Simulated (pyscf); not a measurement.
Single points on ωB97X-D3(BJ)/def2-SVP structures (PySCF, gas phase). Correlated levels are frozen-core, on RHF or UHF. ΔMP2 is the change of the MP2 total energy from the triple- to the quadruple-zeta basis.

Problem. How much does it cost (ΔH, 298 K, CCSD(T)/def2-TZVPP + ΔMP2(QZVPP)) to split H₃C–B(CH₃)–Cl at its B–Cl bond into [H₃C–B–CH₃]• + Cl•?

Solution. B–Cl to [H₃C–B–CH₃]• + Cl•: 521.2 kJ/mol. The radicals are drawn with the spin at the cut bond; how far it spreads was not checked. Other isomers of [H₃C–B–CH₃]• were not searched in full and may lie lower. The CCSD(T) − MP2 part came from Ansatz, without density fitting, on the same reference. Left out: the spin-orbit lowering of Cl.
